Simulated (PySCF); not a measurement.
Gas-phase reaction: 2 BF2OH + 2 BF → B2O2 + 2 BF3 + 2 H, at 1000 K and a standard pressure of 1 bar. Level: LDA/def2-TZVP†.

Method: PySCF energies plus ideal-gas RRHO corrections (1 bar). † marks an energy on the PBE0/def2-TZVP geometry and frequencies. Open shells (unrestricted): H (multiplicity 2); the rest are closed-shell singlets. BF2OH: computed as isolated molecules; such fragments, hydroxides, amides, oligomers or adducts are transient or little studied in the gas. The harmonic model lacks anharmonicity and excited electronic states, which grow with temperature; levels with a mode under 35 cm⁻¹ are left out. Internal rotation in BF2OH is treated as a harmonic vibration of one conformer, which makes the entropy rough.

```
species      E (Ha)  H(1000 K) − E (kJ/mol)  S°(1000 K) (J/mol/K)
-------  ----------  ----------------------  --------------------
BF2OH    -298.60867                   133.3                 364.3
BF       -123.79661                    40.1                 239.2
B2O2     -198.70643                    99.5                 330.5
BF3      -322.54975                    91.5                 332.3
H          -0.47835                    20.8                 139.9
```
E: electronic energy; H − E holds the zero-point and thermal terms. 1 Ha = 2625.5 kJ/mol.

**Question.** Work out ΔH°, ΔS°, ΔG° and log10 K from these numbers.

**Answer.** 1. ΔE = 1×(-198.70643) + 2×(-322.54975) + 2×(-0.47835) − 2×(-298.60867) − 2×(-123.79661) = 0.04793 Ha = 125.8 kJ.
2. Δ(H − E) = 1×(99.5) + 2×(91.5) + 2×(20.8) − 2×(133.3) − 2×(40.1) = -22.7 kJ, so ΔH° = 103.1 kJ.
3. ΔS° = 1×(330.5) + 2×(332.3) + 2×(139.9) − 2×(364.3) − 2×(239.2) = 67.9 J/K; the number of gas molecules changes by +1.
4. ΔG° = ΔH° − TΔS° = 103.1 − 1000×(67.9)/1000 = 35.2 kJ.
5. log10 K = −ΔG°/(RT ln 10) = -1.84, with RT ln 10 = 19.14 kJ/mol; at standard pressures the reactants are favoured.
6. A shift of 10 kJ in ΔE would move log10 K by 0.52 here.
7. Lowering the total pressure from 1 bar to 0.01 bar multiplies the mole-fraction quotient K_x = K (p/p°)^(−Δn) by 10^2, which pushes the balance towards the products.
For scale, ΔH°(298 K) is 88 kJ at this level, 118 kJ at ωB97M-V/def2-TZVP†, and runs from -32 to 120 kJ over the 20 levels computed.
